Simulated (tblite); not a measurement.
Start geometry of `C=[P@@](C)(P)CC` from a force field or distance geometry (Å):
```
atom  x, y, z in Å
C1    -1.942    0.686    0.561
P2    -0.631   -0.064   -0.001
C3    -0.032   -1.131    1.382
P4    -1.246   -1.297   -1.602
C5     0.641    1.140   -0.398
C6     2.049    0.606   -0.227
H7    -2.047    1.780    0.550
H8    -2.795    0.150    0.970
H9     0.857   -1.704    1.136
H10   -0.886   -1.785    1.690
H11    0.181   -0.436    2.229
H12   -2.213   -0.754   -2.493
H13   -0.222   -2.085   -2.223
H14    0.557    1.587   -1.413
H15    0.546    2.006    0.327
H16    1.989   -0.505   -0.150
H17    2.715    0.835   -1.078
H18    2.468    0.978    0.727
```

**Question.** What comes out of this run: GFN2-xTB geometry optimisation, gas phase (tblite)?

**Answer.** 
```
atom  x, y, z in Å
C1    -1.996    1.006    0.451
P2    -0.661    0.007    0.083
C3    -0.285   -0.990    1.565
P4    -0.320   -1.569   -1.525
C5     0.790    1.112   -0.141
C6     2.067    0.412   -0.573
H7    -2.225    1.710   -0.345
H8    -2.872    0.430    0.741
H9     0.521   -1.695    1.367
H10   -1.183   -1.540    1.843
H11   -0.019   -0.315    2.376
H12   -1.592   -2.072   -1.267
H13   -0.813   -0.690   -2.487
H14    0.492    1.870   -0.872
H15    0.916    1.617    0.822
H16    1.945   -0.043   -1.555
H17    2.888    1.125   -0.628
H18    2.339   -0.369    0.135
```

The energy falls by 48.3 kcal/mol over 222 L-BFGS steps, the largest force on an atom goes from 4.29 to 0.009 eV/Å, and the atoms move by 0.892 Å rms after alignment. The bond that changes most is P2–P4 (ends: phosphorus bonded to 3 C and P; three-coordinate phosphorus), which lengthens by 0.164 Å. Bonds longer at the end by more than 0.005 Å: 3 of 17; shorter: 11. Among the angles that change most is P2–P4–H12, from 116.8° to 89.0°. Among the dihedrals that turn most is C5–P2–P4–H13, from 59° to -79°. Rotational constants go from 2660, 1702, 1481 to 2162, 2018, 1480 MHz. The orientation of the end geometry is arbitrary; only internal coordinates are fixed.

Its GFN2-xTB frequencies are all real (lowest 35 cm⁻¹). The numbers are those of one conformer. 3 starts were optimised and ended at 0.00, 2.02 and 2.42 kcal/mol (GFN2-xTB); the lowest of these is shown.

All values are computed, not measured.
